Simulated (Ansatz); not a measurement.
# AlNHS (quartet): relaxing a cheap start

Where does this start of AlNHS (quartet) end when it is relaxed?

Program: Ansatz 0.2.0, Gaussian basis. Level of theory: UKS PBE0/def2-TZVP. These are calculated values, not measurements.

**1. The system as given**

4 atoms, charge 0, spin multiplicity 4.

Atoms are counted from 1 here; the program's logs count them from 0.

Bond lengths: Al1–N2 1.792 Å, Al1–H4 1.585 Å, N2–S3 1.551 Å. Angles: N2–Al1–H4 126.1°, Al1–N2–S3 173.8°.

The start was built by rule and, where that kept it together, relaxed with GFN2-xTB. Sticks and bond lists go by distance. 

**2. Relaxation**

Contents of in.yaml:

```yaml
crystal:
  periodic: [false, false, false]
  atoms:
    - {symbol: Al, position_ang: [-1.769545, -0.091066, -0.000407]}
    - {symbol: N, position_ang: [0.022167, -0.090407, -0.000455]}
    - {symbol: S, position_ang: [1.564342, 0.078756, 0.000351]}
    - {symbol: H, position_ang: [-2.704607, 1.188663, 0.006045]}
basis:
  gaussian: {orbitals: def2-TZVP}
magnetization: {spin_polarized: true, initial_magnetization: 3}
hamiltonian: {xc: pbe0}
relax: {f_tol: 0.004, max_steps: 80}
```

Launch:

```console
> ansatz run in.yaml --threads 1 --pin off --events-out ev --progress --plain --max-ram 2176MiB
```

Before running it: what results should come out? Wanted: energy gained; shift from the start; total energy; dipole moment; ⟨S²⟩.

As calculated:

| quantity | value |
| --- | --- |
| steps | 8 |
| energy gained | 0.076 eV |
| shift from the start (rms) | 0.199 Å |
| total energy | -18929.0217 eV |
| dipole moment | 0.58 D |
| ⟨S²⟩ | 3.762 |

The bonds of the start are those of the end. Al1–H4 went from 1.585 to 1.609 Å. No vibrations were run, so this is a stationary point, not a proven minimum, and this spin need not be the ground state's.
